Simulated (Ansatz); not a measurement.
Antiferromagnetic (type II) rock-salt NiO was calculated with PBE (PAW; Ansatz, a program for electronic structure).

Settings: plane-wave cutoff 520 eV, 14×14×14 k mesh, Fermi–Dirac smearing 0.01 eV, spin-polarised with opposed moments, scalar-relativistic PAW data made under PBE.

The volume scan:

| V (Å³/atom) | E − E_lowest (meV/atom) | P (GPa) |
|---|---|---|
| 8.840 | 9.58 | 8.66 |
| 9.024 | 2.31 | 4.09 |
| 9.209 | 0.00 | 0.00 |
| 9.393 | 2.15 | -3.66 |
| 9.577 | 8.27 | -6.94 |

### Question
Fit the third-order Birch–Murnaghan equation and give B0 and B′.

### Answer
V0 = 9.209 Å³/atom, B0 = 193 GPa, B′ = 4.5 (fit to the energies at full precision).

Shape and atoms are relaxed at each volume.

Measured, for comparison: bulk modulus 192 ± 7 GPa (room temperature, no zero-point or thermal correction, equation of state from high-pressure X-ray diffraction, sources range from 174 to 209; as tabulated in Gavriliuk et al., The first-order structural transition in NiO at high …); equilibrium volume per atom 9.07 Å³/atom (5 K, no zero-point or thermal correction, pseudo-cubic cell; as tabulated in Yang et al. (2022), arXiv:2205.02972). Computed less measured: bulk modulus +0.5 % (inside the range of the sources held), equilibrium volume per atom +1.5 %. A static lattice is as a rule a little smaller and stiffer than an uncorrected measurement, which can account for part of this in the bulk modulus.

Note: without U or exact exchange, gaps and moments of open d shells tend to come out too small.

Computing time: around 11 core-minutes (rough).
